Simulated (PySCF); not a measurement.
# MgC: energy against distance

Set-up: Mg 6-311G(d,p), C 6-311G(d,p); no relativity (PySCF 2.14). Energies in eV from Mg + C in their ground configurations at the same level. State: Ms = 1 determinant of mixed spin (⟨S²⟩ near 2.6), unpaired electrons π ↑↑.

All columns are PBE0. A positive dipole means Mg(−)C(+).

```tsv
R (Å)	E (eV)	μ (D)	Mulliken charge on Mg (basis-dependent)	HOMO (eV)	LUMO (eV)	Mayer bond order	⟨S²⟩
1.803	-1.130	-2.30	0.33	-5.51	-2.32	1.29	2.67
1.887	-1.435	-2.53	0.34	-5.61	-2.40	1.25	2.66
1.971	-1.601	-2.76	0.35	-5.70	-2.49	1.20	2.65
2.034	-1.658	-2.93	0.36	-5.77	-2.55	1.17	2.64
2.097	-1.673	-3.10	0.37	-5.84	-2.61	1.14	2.63
2.160	-1.655	-3.25	0.37	-5.90	-2.67	1.10	2.61
2.244	-1.594	-3.44	0.38	-5.98	-2.74	1.06	2.59
2.349	-1.479	-3.64	0.38	-5.97	-2.83	1.00	2.55
2.474	-1.313	-3.81	0.37	-5.90	-2.93	0.93	2.50
2.642	-1.082	-3.91	0.35	-5.88	-3.04	0.84	2.42
```

A fit through these points gives, at Re = 2.091 Å, μ = -3.08 D and dμ/dR = -2.54 D/Å; the reduced mass is 7.998 u.

Q: How strong is the fundamental in the double-harmonic approximation, I = 42.26·(dμ/dR)²/μred km/mol?

A: I = 42.26·(-2.54)²/7.998 = 34.1 km/mol at PBE0.

The state was picked by a PBE0 search and need not be the measured ground state.
